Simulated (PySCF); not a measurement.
B3LYP has the VWN-RPA correlation part, as in Gaussian. Delta-SCF ions had no search for a lower state. Excitations are Tamm–Dancoff values on a coarser integration grid. The basis has no diffuse functions, so Rydberg states are missing or too high.

Species: CH2Cl2, SMILES `ClCCl` (charge 0, multiplicity 1).

Task: What is the computed vertical ionisation energy (Delta-SCF), S1–T1 gap (TDA) and S1 oscillator strength (B3LYP-D3(BJ)/def2-TZVP // PBE0-D4/def2-TZVP (PySCF))?

Result: 
```
Quantity                                  Result
--------------------------------------  --------
vertical ionisation energy (Delta-SCF)  11.01 eV
S1–T1 gap (TDA)                          0.63 eV
S1 oscillator strength                     0.001
```
